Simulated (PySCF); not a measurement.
C2H2, SMILES C#C. Atoms are numbered in the order given.

```xyz
4

C      0.0000     0.0000     0.5982
C      0.0000     0.0000    -0.5982
H      0.0000     0.0000     1.6644
H      0.0000     0.0000    -1.6644
```

Coordinates come from a ωB97X-D3(BJ)/def2-TZVPD optimisation.

Computed with PBE0/pcJ-1 (PySCF).

Isotropic couplings with Fermi-contact, spin-dipole and both spin-orbit terms, one fixed conformer, no vibrational averaging. Isotopes: 13C, 1H.

Estimate the spin–spin coupling constants. (Estimate from the structure and the level; the computed values follow.)


```csv
pair,bonds apart,J (Hz)
C1–C2,1,206.7
C1–H3,1,254.1
C2–H4,1,254.1
C1–H4,2,51.3
C2–H3,2,51.3
H3–H4,3,12.1
```
